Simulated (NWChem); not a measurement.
Correlation energy of Al

```xyz
1

Al     0.0000     0.0000     0.0000
```
Charge 0, spin multiplicity 2.

Everything below was run with NWChem.

Basis set: cc-pVTZ. Each correlation energy counts from its own Hartree-Fock reference.

| method | correlation energy (mHa) |
|---|---|
| URI-MP2 | -35.9 |
| CCSD on UHF | -51.0 |
| CCSD[T] on UHF | -52.2 |
| CCSD(T) on UHF | -52.2 |
| UMP2 | -35.9 |
| SCS-UMP2 | -40.8 |
| CCSD on ROHF | -54.7 |
| CCSD[T] on ROHF | -56.1 |
| CCSD(T) on ROHF | -56.1 |
| CCSDT on ROHF | -56.5 |

The values span 20.7 mHa, from CCSDT on ROHF (lowest) to UMP2 (highest). 

The correlated methods keep 5 core orbitals frozen. The stability of the SCF solutions was not checked. Open-shell Hartree-Fock references start from PBE0 orbitals. Coupled-cluster values serve here as a point of comparison, not as the truth.
